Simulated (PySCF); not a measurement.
Some computed properties have been withheld. Give your best values.

3-butynenitrile, C₄H₃N.
SMILES: `C#CCC#N`

```tsv
property	level	value
point group of the GFN2-xTB geometry	GFN2-xTB	?
rotational constants A, B, C of the GFN2-xTB geometry	GFN2-xTB	18.411, 3.101, 2.699 GHz
dipole moment	CAM-B3LYP/def2-SVPD	?
HOMO energy	CAM-B3LYP/def2-SVPD	?
LUMO energy	CAM-B3LYP/def2-SVPD	?
lowest singlet excitation	TDDFT CAM-B3LYP/def2-SVPD	6.66 eV (186 nm, f = 0.000)
strongest line among the 8 lowest singlet transitions	TDDFT CAM-B3LYP/def2-SVPD	S5 at 7.89 eV (157 nm, f = 0.044)
lowest triplet excitation (Tamm–Dancoff)	TDA CAM-B3LYP/def2-SVPD	?
static isotropic polarisability	CAM-B3LYP/def2-SVPD	?
electronic spatial extent ⟨r²⟩ about the centre of nuclear charge	CAM-B3LYP/def2-SVPD	?
```

The electronic properties come from PySCF, for the isolated species, density fitting.

(1) Give the LUMO energy.

(2) The point group of the GFN2-xTB geometry?

(3) What is the HOMO energy?

(4) Give the dipole moment.

(5) Give the electronic spatial extent ⟨r²⟩ about the centre of nuclear charge.

(6) Give the lowest triplet excitation (Tamm–Dancoff).

(7) The static isotropic polarisability?

Results:

(1) 0.88 eV.

(2) Cs.

(3) -9.96 eV.

(4) 3.72 D.

(5) 434 bohr².

(6) 5.50 eV.

(7) 47.1 au.

No computed singlet falls in the visible range (750 to 380 nm, 1.65 to 3.26 eV); S1 lies 3.40 eV above its blue end. A dipole of 3.72 D is allowed in Cs, and pure rotational transitions are dipole-allowed. The polarisability is 6.98 Å³ as a volume (1 au = 0.148185 Å³), or 1.39 au for each of the 34 electrons. With B = h/(8π²I), that is 505.379 GHz u Å² over I, the principal moments of inertia are 27.4, 163.0 and 187.2 u Å² (most abundant isotopes); the inertial defect Ic − Ia − Ib is -3.2 u Å² (zero for a rigid planar frame, negative otherwise). The vertical singlet–triplet gap S1 − T1 is 1.16 eV (TDDFT singlet less Tamm–Dancoff triplet; S1: HOMO→LUMO+1, weight 0.52; T1: HOMO−1→LUMO+1, weight 0.34, beside HOMO→LUMO+2, weight 0.28). The rotational constants make it an asymmetric top with κ = (2B − A − C)/(A − C) = -0.95, nearer the prolate limit (−1).
